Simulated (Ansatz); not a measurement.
The input, for Ansatz 0.2.0:

```yaml
crystal:
  periodic: [false, false, false]
  atoms:
    - {symbol: B, position_ang: [0.000000, -0.123368, 0.000000]}
    - {symbol: H, position_ang: [0.000000, 0.661614, -0.969076]}
    - {symbol: H, position_ang: [0.000000, 0.661614, 0.969076]}
basis:
  gaussian: {orbitals: "6-31++G**"}
total_charge: -1
magnetization: {spin_polarized: false}
hamiltonian: {xc: {name: PBE}}
correlation: {method: ccsdt_q, electrons: valence}
accuracy: high
```

```sh
$ ansatz run in.yaml --threads 1 --pin off --events-out ev --progress --plain --max-ram 2393MiB
```

Output:

```
582 factors; integrals over basis functions are off by at most 2.7e-9 eV
mean field evaluation 1: about -704.0212 eV, gradient 7.4e0 eV
mean field evaluation 2: about -704.0172 eV, gradient 7.4e0 eV
mean field evaluation 4: about -704.2881 eV, gradient 2.7e0 eV
mean field evaluation 8: about -704.3174 eV, gradient 1.5e-2 eV
mean field evaluation 16: about -704.3174 eV, gradient 1.8e-7 eV
mean field -704.31744603 eV, -25.8831887382 hartree, gradient 1.6e-8 eV, S^2 0.000000; 0 other end points of the search recorded, 0 dependent functions left out; unrestricted orbitals would lower it
1 core orbitals not correlated: weight in the atoms' cores, before any rotation towards them, 1.000 or more for the frozen orbitals, at most 0.000 for the correlated occupied ones
reference -699.48284066 eV, -25.7055202677 hartree; 3, 3 occupied and 27, 27 virtual orbitals, 582 factors
second order -2.70139612 eV of doubles, -0.11630436 eV of singles
cycle   1  -3.15605290 eV  change   -3.4e-1 eV  update   6.4e-2
cycle   2  -3.39291141 eV  change   -2.4e-1 eV  update   3.3e-2
cycle   3  -3.45038873 eV  change   -5.7e-2 eV  update   1.6e-2
cycle   4  -3.45603668 eV  change   -5.6e-3 eV  update   9.4e-3
cycle   5  -3.45676893 eV  change   -7.3e-4 eV  update   5.3e-3
...
cycle  18  -3.45989851 eV  change   -2.8e-7 eV  update   1.8e-7
cycle  19  -3.45989847 eV  change    4.1e-8 eV  update   7.2e-8
cycle  20  -3.45989845 eV  change    1.5e-8 eV  update   3.7e-8
cycle  21  -3.45989846 eV  change   -6.8e-9 eV  update   2.1e-8
cycle  22  -3.45989847 eV  change   -5.6e-9 eV  update   2.4e-8
cycle  23  -3.45989847 eV  change  -2.3e-10 eV  update   9.8e-9
cycle  24  -3.45989847 eV  change  -3.7e-10 eV  update   4.1e-9
cycle  25  -3.45989847 eV  change   7.2e-11 eV  update   1.6e-9
cycle  26  -3.45989847 eV  change  -8.6e-11 eV  update  8.1e-10
cycle  27  -3.45989847 eV  change   2.9e-10 eV  update  4.2e-10
perturbative correction -0.00416527 eV, -0.0001530709 hartree
Total energy: -702.94690440 eV, -25.8328222620 hartree
```

Ran on 1 thread of Arm Neoverse V1, shared host: 2.2 s wall, 0.14 GiB peak host memory.
